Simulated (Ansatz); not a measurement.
A made-up structure of C$_{2}$H$_{5}$Si, doublet:

```xyz
8
angstrom
C -0.6786 0.3226 -0.4144
C 0.7441 0.3796 0.1962
Si -0.3830 -0.8681 0.9736
H -0.7656 -0.0600 -1.4270
H 0.9012 0.4609 1.2413
H 0.9862 1.2937 0.7289
H 1.5626 0.0334 -0.4278
H -0.1734 -2.3035 0.6193
```

It is relaxed with PBE-D4/def2-SVP and then PBE0-D4/def2-TZVP (Ansatz 0.2.0). Atoms count as bonded within 1.22 times the sum of their covalent radii (H–H: 0.88 Å). The end point is not checked to be a true minimum.

Does its bonding change? (Judge from chemistry; the calculation decides.)

By the calculation: Yes. Formed: none; broken: C2–Si3.

Where it ends: The first stage lowers the energy by 3.80 eV in 17 steps. It ends as C₂H₅Si ([CH3][CH][SiH]):
```csv
atom,x (Å),y (Å),z (Å)
C1,-0.3298,-0.1218,-0.2863
C2,0.9492,0.4914,0.1694
Si3,-1.2957,-1.2980,0.6388
H4,-0.7849,0.3747,-1.1442
H5,1.3481,0.0156,1.0673
H6,0.8509,1.5668,0.3560
H7,1.7011,0.3881,-0.6247
H8,-0.2455,-2.1582,1.3141
```

Labels in which every atom is bracketed show which atoms are joined, not bond orders.

For scale, one of the runs: PBE0-D4/def2-TZVP relaxation, 129 basis functions, launched by `ansatz run in.yaml --threads 2 --pin off --events-out ev --progress --plain --max-ram 4352MiB`. Hardware: 2 CPU threads of an Arm Neoverse V2, shared host. Wall time about 47 s.
